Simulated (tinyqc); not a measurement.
Hueckel theory of the pi electrons, for the molecule O=CC=O (SMILES; centres numbered as the heavy atoms are written), step by step. Computed by tinyqc, a small Python program that keeps every step. Settings: charge = 0. Command: `OMP_NUM_THREADS=1 python tinyqc.py 24557 24558 out.jsonl` (the two numbers bound the seeds that draw the settings). One thread of a shared host (Intel(R) Xeon(R) Processor @ 2.60GHz), about 0.01 s of CPU time with the checks.

## The Hueckel matrix

Centres:
```
centre  z_r, pi electrons of the neutral centre        h
1O                                            1  0.88000
2C                                            1  0.00000
3C                                            1  0.00000
4O                                            1  0.88000
```

Bonds:
```
i  j  k
1  2  1
2  3  1
3  4  1
```

H_rr = alpha + h_r beta, H_rs = k_rs beta for bonded centres.

Hueckel matrix in units of beta (H = alpha + beta A), lower triangle:
```
         1O       2C       3C       4O
1O  0.88000
2C  1.00000  0.00000
3C  0.00000  1.00000  0.00000
4O  0.00000  0.00000  1.00000  0.88000
```

## Orbitals

pi electrons, sum of z_r less the charge = 4

Diagonalise; E = alpha + x beta with beta < 0, so the largest x are filled first; degenerate levels share their electrons. P = sum n_i c_ri c_si; each orbital has its largest coefficient positive (the first on a tie).

x values: 1.94180  1.31244  -0.06180  -1.43244

occupations: 2.00000  2.00000  0.00000  0.00000

coefficients:
```
        MO1       MO2       MO3       MO4
1O  0.48480   0.64902   0.51476  -0.28066
2C  0.51476   0.28066  -0.48480   0.64902
3C  0.51476  -0.28066  -0.48480  -0.64902
4O  0.48480  -0.64902   0.51476   0.28066
```

charge and bond-order matrix P, lower triangle:
```
          1O       2C       3C       4O
1O   1.31251
2C   0.86342  0.68749
3C   0.13479  0.37240  0.68749
4O  -0.37240  0.13479  0.86342  1.31251
```

## Energy, charges, bond orders

E = sum n x; q_r = z_r - P_rr; bond order p = P_rs; free valence = sqrt(3) - sum of p over the bonds of the atom.

pi energy = 4 alpha + this times beta = 6.50848

pi charges: 1O -0.31251, 2C 0.31251, 3C 0.31251, 4O -0.31251

Bond orders and lengths from R = 1.517 - 0.180 p (angstrom, C-C alone):
```
bond        p        R
1-2   0.86342        -
2-3   0.37240  1.44997
3-4   0.86342        -
```

free valence of the carbons: 2C 0.49623, 3C 0.49623

gap between the highest filled and the next level = 1.37424 |beta|
